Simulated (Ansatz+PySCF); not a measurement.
The numbers below are computed, except where a source is named.
This PySCF input gave a total energy of -229.87464 hartree.

```python
from pyscf import gto, scf, mp

mol = gto.M(atom="""
C 0.000000 0.576120 -1.135840
C 0.000000 -0.576120 -1.135840
C 0.000000 1.345510 -0.123170
C 0.000000 -1.345510 -0.123170
C 0.000000 0.646420 0.970250
C 0.000000 -0.646420 0.970250
H 0.000000 2.350080 -0.119850
H 0.000000 -2.350080 -0.119850
H 0.000000 1.131330 1.852410
H 0.000000 -1.131330 1.852410
""", basis='def2-svp', charge=0, spin=0)
mf = scf.RHF(mol)
mf.kernel()
pt = mp.MP2(mf, frozen=6).run()
print(mf.e_tot, pt.e_corr, pt.e_tot)
```

Q: Write an input for Ansatz with the same method and basis set.

A:

```yaml
crystal:
  periodic: [false, false, false]
  atoms:
    - { symbol: C, position_ang: [0.0, 0.57612, -1.13584] }
    - { symbol: C, position_ang: [0.0, -0.57612, -1.13584] }
    - { symbol: C, position_ang: [0.0, 1.34551, -0.12317] }
    - { symbol: C, position_ang: [0.0, -1.34551, -0.12317] }
    - { symbol: C, position_ang: [0.0, 0.64642, 0.97025] }
    - { symbol: C, position_ang: [0.0, -0.64642, 0.97025] }
    - { symbol: H, position_ang: [0.0, 2.35008, -0.11985] }
    - { symbol: H, position_ang: [0.0, -2.35008, -0.11985] }
    - { symbol: H, position_ang: [0.0, 1.13133, 1.85241] }
    - { symbol: H, position_ang: [0.0, -1.13133, 1.85241] }
basis:
  gaussian: { orbitals: def2-SVP }
hamiltonian:
  xc: hf
correlation:
  method: mp2
  frozen_orbitals: { C: 1, H: 0 }
scf:
  omitted_lower_state_checks: [stability, starts, atomic_configurations, cluster_reference, orbital_swaps, given_window_search, neighbouring_geometries, increment]
```

Ansatz (development build ahead of 0.2.0) gave -229.87463 hartree, 0.38 meV from the first.
